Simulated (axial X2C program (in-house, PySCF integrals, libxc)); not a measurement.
**AlC: properties at the nuclei**

Computed with an in-house all-electron X2C program for linear molecules (integrals from PySCF): two-component X2C with atomic mean-field Coulomb and Gaunt terms, Gaussian nuclei, basis Al dyall-v3z, C dyall-v3z with contracted cores.

R = 1.975 Å (near the PBE0 minimum at charge 0 of the determinant lowest at the starting distance; the state shown can have its own minimum elsewhere).

Determinant lowest in the PBE0 search, Ω = 3/2 (⟨Sz⟩ = 1.50, ⟨Lz⟩ = 0.00 at PBE0), spin on the atoms Al 0.30, C 1.20:

```tsv
level	Eeff magnitude (GV/cm)	Ws magnitude Al (kHz)	Ws magnitude C (kHz)	A∥/gI Al (MHz)	qzz Al (a.u.)	A∥/gI C (MHz)	qzz C (a.u.)	μ (D)
PBE0	0.0209	0.00752	0.00266	-32.5	-0.87	16.6	-0.12	-1.81
HF	0.00695	0.00187	0.00411	-34.4	-1.06	69.2	-0.05	-1.09
B3LYP	0.0286	0.00929	0.00246	-18.3	-0.87	29.6	-0.15	-2.02
r2SCAN	0.0237	0.00821	0.00268	-23.4	-0.87	30.4	-0.14	-1.68
BHandHLYP	0.0188	0.00722	0.00291	-32.9	-0.92	35.6	-0.09	-1.89
```

Determinant 1.31 eV from it at PBE0 and this distance, Ω = 1/2 (⟨Sz⟩ = 0.50, ⟨Lz⟩ = 0.00 at PBE0), spin on the atoms Al 0.15, C 0.35:

```tsv
level	Eeff magnitude (GV/cm)	Ws magnitude Al (kHz)	Ws magnitude C (kHz)	A∥/gI Al (MHz)	qzz Al (a.u.)	A∥/gI C (MHz)	qzz C (a.u.)	μ (D)
PBE0	0.0539	0.046	0.00576	-11.1	-0.74	79.7	-0.29	-2.08
HF	0.0684	0.057	0.00576	-118	-0.87	76.4	-0.24	-1.49
B3LYP	0.055	0.0469	0.00571	24.6	-0.75	101	-0.32	-2.18
r2SCAN	0.0682	0.0564	0.00503	72.5	-0.70	62.4	-0.40	-2.00
BHandHLYP	0.0438	0.0396	0.007	-60.1	-0.79	105	-0.25	-2.07
```

Eeff is the effective electric field on the electron electric dipole moment in this Ω state and Ws the scalar–pseudoscalar constant of the nucleus named (defined with the proton number Z and per Ω); A∥ (defined per Ω) follows by multiplying with gI = μI/(I μN); qzz is the electric field gradient, eQq0 = 234.96 MHz × Q/barn × qzz; μ is positive if the C end (last atom) is positive. The operators were transformed with the bare-nucleus X2C matrices; with these basis sets, hyperfine constants and field gradients can be off by tens of per cent, and where levels differ in sign neither size nor sign is settled.

With gI(27Al) = 1.4566, Q(27Al) = 0.1466 barn (g factors from the IAEA table of nuclear moments by Stone; Q from Pyykkö, Mol. Phys. 2018), turn the PBE0 values of the first state into constants in MHz.

A∥(27Al) = -32.5 × 1.4566 = -47.3 MHz; eQq0(27Al) = 234.96 × (0.1466) × (-0.87) = -30 MHz.

Each state is one determinant with collinear spin, which with several unpaired electrons need not be a pure state. Unrestricted Hartree–Fock can overshoot spin polarisation at the nuclei. In the state Ω = 3/2 the sign of Eeff differs between levels (HF against PBE0). This is the top spin component of a Σ state; components of lower Ω are not single determinants and can lie lower. With several open shells hyperfine constants can be off by a factor of several. Where Eeff spreads by more than a factor of two the levels disagree and none is to be relied on. The search compared states at one distance, so a state with another bond length can lie lower. Further determinants of the search, some of them spin-mixed, are not shown. Where a field gradient or hyperfine factor spreads by more than a factor of two over the levels, a constant derived from it is not to be relied on. PBE0 term energies can be off by some tenths of an eV.
